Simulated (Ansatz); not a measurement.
**CHCl3 (chloroform): RPA@PBE0/6-311+G(d,p)**

What is the vertical singlet–triplet gap of CHCl3 (chloroform) at RPA@PBE0/6-311+G**? 

The calculation is run with Ansatz 0.2.0.

47 further runs of the same task are left out: 2 that didn't finish, 45 set aside as unsound or not needed.

## Step 1: The molecule

CHCl3: 5 atoms, total charge 0, spin state singlet. SMILES: `ClC(Cl)Cl`. Geometry: relaxed at PBE0-D4/def2-TZVP.

Bond lengths: Cl1–C2 1.759 Å, C2–Cl3 1.759 Å, C2–Cl4 1.759 Å, C2–H5 1.085 Å. Angles: Cl1–C2–Cl3 111.2°, Cl1–C2–Cl4 111.2°, Cl3–C2–Cl4 111.1°, Cl1–C2–H5 107.7°, Cl3–C2–H5 107.7°, Cl4–C2–H5 107.7°.

## Step 2: A single-point energy at RPA@PBE0/6-311+G(d,p)

File molecule.yaml:

```yaml
crystal:
  periodic: [false, false, false]
  atoms:
    - {symbol: Cl, position_ang: [-0.671480, 0.393200, 1.545220]}
    - {symbol: C, position_ang: [0.050100, 0.086910, -0.029470]}
    - {symbol: Cl, position_ang: [1.233860, -1.211460, 0.056410]}
    - {symbol: Cl, position_ang: [-1.182490, -0.256800, -1.236530]}
    - {symbol: H, position_ang: [0.570000, 0.988150, -0.335650]}
basis:
  gaussian:
    orbitals: 6-311+G_st__st_-spherical.json
accuracy: high
correlation:
  method: rpa
  frozen_orbitals: {C: 1, Cl: 5, H: 0}
hamiltonian:
  xc: {name: PBE0}
```

The basis set 6-311+G** is read from a file made from the Basis Set Exchange's data (not shown).

Launch:

```
$ ansatz run molecule.yaml --threads 1 --pin off --max-ram 3480MiB --events-out events.jsonl --progress --plain --runs-dir runs
```

Standard output:

```text
Warning: RAYON_NUM_THREADS=1 ignored (pool sized by the plan → 1); use --threads N
Functional definition: PBE0
  name "PBE0"
  parameter a = 0.25
  parameter kappa = 0.804
  parameter beta = 0.06672455060314922
  exchange = (1 - a)*pbe_x(kappa = kappa, mu = beta*pi^2/3) + a*exact_x
  correlation = pbe_c(beta = beta)
2019 factors; integrals over basis functions are off by at most 5.7e-9 eV
mean field evaluation 1: about -38607.8196 eV, gradient 1.5e1 eV
mean field evaluation 2: about -38607.9886 eV, gradient 1.5e1 eV
mean field evaluation 4: about -38608.4615 eV, gradient 4.3e0 eV
mean field evaluation 8: about -38608.5002 eV, gradient 1.1e-1 eV
mean field evaluation 16: about -38608.5003 eV, gradient 4.2e-6 eV
mean field -38608.50025622 eV, -1418.8362146348 hartree, gradient 6.1e-8 eV, S^2 0.000000; 0 other end points of the search recorded, 0 dependent functions left out
16 core orbitals not correlated: weight in the atoms' cores, before any rotation towards them, 1.000 or more for the frozen orbitals, at most 0.000 for the correlated occupied ones
reference -38556.83675879 eV, -1416.9376161230 hartree; 13, 13 occupied and 89, 89 virtual orbitals, 2019 factors
Total energy: -38579.15810498 eV, -1417.7579104654 hartree
```

It took 17 s on 1 thread of Arm Neoverse V2, shared host; peak memory 0.47 GiB.

## Step 3: The triplet, same level

File in.yaml:

```yaml
crystal:
  periodic: [false, false, false]
  atoms:
    - symbol: Cl
      position_ang: [-0.671480, 0.393200, 1.545220]
    - symbol: C
      position_ang: [0.050100, 0.086910, -0.029470]
    - symbol: Cl
      position_ang: [1.233860, -1.211460, 0.056410]
    - symbol: Cl
      position_ang: [-1.182490, -0.256800, -1.236530]
    - symbol: H
      position_ang: [0.570000, 0.988150, -0.335650]
basis:
  gaussian:
    orbitals: 6-311+G_st__st_-spherical.json
magnetization:
  spin_polarized: true
  initial_magnetization: 2
hamiltonian:
  xc: pbe0
correlation:
  method: rpa
  frozen_orbitals: {C: 1, Cl: 5, H: 0}
accuracy: high
```

The basis set 6-311+G** is read from a file made from the Basis Set Exchange's data (not shown).

Launch:

```
$ ansatz run in.yaml --threads 1 --pin off --max-ram 3480MiB --events-out events.jsonl --progress --plain --runs-dir runs
```

Standard output, cut to the lines that bear on the results:

```text
Warning: RAYON_NUM_THREADS=1 ignored (pool sized by the plan → 1); use --threads N
[... 2 set-up lines as earlier in the session ...]
[...]
2019 factors; integrals over basis functions are off by at most 5.7e-9 eV
[...]
mean field -38602.41691258 eV, -1418.6126558794 hartree, gradient 7.7e-8 eV, S^2 2.005709; 7 other end points of the search recorded, 0 dependent functions left out
16 core orbitals not correlated: weight in the atoms' cores, before any rotation towards them, 1.000 or more for the frozen orbitals, at most 0.000 for the correlated occupied ones
reference -38549.17246118 eV, -1416.6559583809 hartree; 14, 12 occupied and 88, 90 virtual orbitals, 2019 factors
Total energy: -38572.88026163 eV, -1417.5272039778 hartree
```

It took 73 s on 1 thread of Arm Neoverse V2, shared host; peak memory 0.59 GiB.

## Step 4: Outcome

At RPA@PBE0/6-311+G**, 16 core orbitals frozen:

```
                                        quantity           value
                           singlet: total energy  -1417.75791 Eh
       singlet: RPA correlation energy (valence)      -820.3 mEh
                           triplet: total energy  -1417.52720 Eh
       triplet: RPA correlation energy (valence)      -871.2 mEh
      triplet: ⟨S²⟩ of the reference determinant           2.006
vertical energy of the triplet above the singlet        6.278 eV
```

**Reading.** At this shape the triplet lies 6.28 eV (145 kcal/mol) above the singlet.
